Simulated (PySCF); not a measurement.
# [NO2]− (nitrite) at CCSD(T)/def2-TZVPPD

Aim: the energy change on altering one bond length of [NO2]− (nitrite) at CCSD(T)/def2-TZVPPD, from 2 runs. Input form: a Python script.

Program for the calculation: PySCF 2.14.0.

3 further runs of the same task are left out: 3 set aside as unsound or not needed.

### Step 1. The molecule

The species is [NO2]− (3 atoms), meant as a singlet with charge -1. SMILES: `O=N[O-]`. The coordinates come from a GFN2-xTB relaxation.

Bond lengths: O1–N2 1.272 Å, N2–O3 1.272 Å. Angles: O1–N2–O3 117.3°.

### Step 2. A single-point energy at CCSD(T)/def2-TZVPPD

mol.xyz reads:

```xyz
3
NO2
O      0.332300     1.015250     0.295330
N      0.330220    -0.248730     0.154080
O     -0.662520    -0.766520    -0.449410
```

input.py reads:

```python
from pyscf import gto, cc

mol = gto.M(
    atom='mol.xyz',
    basis='def2-tzvppd',
    max_memory=1860,
    verbose=3,
    charge=-1,
)

mf = mol.RHF()
mf.conv_tol = 1e-10
mf.kernel()
if not mf.converged:
    mf = mf.newton().run(mf.mo_coeff, mf.mo_occ)

mycc = cc.CCSD(mf, frozen=3)
mycc.kernel()
e_t = mycc.ccsd_t()
etot = mycc.e_tot + e_t
print('E(%s) = %.9f' % ('CCSD(T)', etot))
```

The run is started by

```sh
$ OMP_NUM_THREADS=1 python input.py
```

Standard output:

```text
converged SCF energy = -204.168274406367
E(CCSD) = -204.8547761547603  E_corr = -0.6865017483933771
CCSD(T) correction = -0.0366218218227751
E(CCSD(T)) = -204.891397977
```

It took 90 s on 1 thread of Arm Neoverse V1, shared host; peak memory 1.7 GiB.

### Step 3. The distorted shape

job.py reads:

```python
from pyscf import gto, scf, cc

mol = gto.M(
    atom='O 1.126494 1.429483 0.778123; N 1.124414 0.165503 0.636873; O -0.662520 -0.766520 -0.449410',
    max_memory=1860,
    charge=-1,
    verbose=3,
    basis='def2-tzvppd',
)

myscf = scf.RHF(mol)
myscf.conv_tol = 1e-10
myscf.kernel()
if not myscf.converged:
    myscf = myscf.newton().run(myscf.mo_coeff, myscf.mo_occ)

mycc = cc.CCSD(myscf, frozen=3)
mycc.kernel()
e_t = mycc.ccsd_t()
etot = mycc.e_tot + e_t
print('E(%s) = %.9f' % ('CCSD(T)', etot))
```

The run is started by

```sh
$ OMP_NUM_THREADS=1 python job.py
```

Standard output:

```text
converged SCF energy = -203.968846333484
E(CCSD) = -204.6931245448842  E_corr = -0.7242782113996797
CCSD(T) correction = -0.0800303764093236
E(CCSD(T)) = -204.773154921
```

Run time: 2.2 min. Hardware: 1 thread of Arm Neoverse V1, shared host; peak memory 1.6 GiB.

### Step 4. Results

At CCSD(T)/def2-TZVPPD, 3 core orbitals frozen:

| quantity | value |
| --- | --- |
| first shape: total energy | -204.89140 Eh |
| first shape: HOMO energy (Hartree–Fock orbitals) | -4.37 eV |
| first shape: LUMO energy (Hartree–Fock orbitals) | 6.51 eV |
| first shape: HOMO–LUMO gap (to an unbound level, set by the basis) | 10.88 eV |
| first shape: correlation energy (3 core orbitals frozen) | -723.1 mEh |
| first shape: (T) correction | -36.62 mEh |
| first shape: T1 diagnostic | 0.026 |
| distorted shape: total energy | -204.77315 Eh |
| distorted shape: HOMO energy (Hartree–Fock orbitals) | -2.44 eV |
| distorted shape: LUMO energy (Hartree–Fock orbitals) | 6.27 eV |
| distorted shape: HOMO–LUMO gap (to an unbound level, set by the basis) | 8.71 eV |
| distorted shape: correlation energy (3 core orbitals frozen) | -804.3 mEh |
| distorted shape: (T) correction | -80.03 mEh |
| distorted shape: T1 diagnostic | 0.103 |
| energy change with the N2–O3 bond stretched from 1.272 to 2.290 Å | 3.218 eV |

In words: With the N2–O3 bond stretched from 1.272 to 2.290 Å the energy rises by 3.22 eV (74 kcal/mol). The first shape isn't relaxed at this level, so the change isn't measured from a minimum. The T1 diagnostic (first shape) of 0.026 is above the customary mark for such species, so a single reference may not serve. The triples (first shape) make up 5.1 % of the correlation energy. The T1 diagnostic (distorted shape) of 0.103 is above the customary mark for such species, so a single reference may not serve. The triples (distorted shape) make up 10.0 % of the correlation energy.
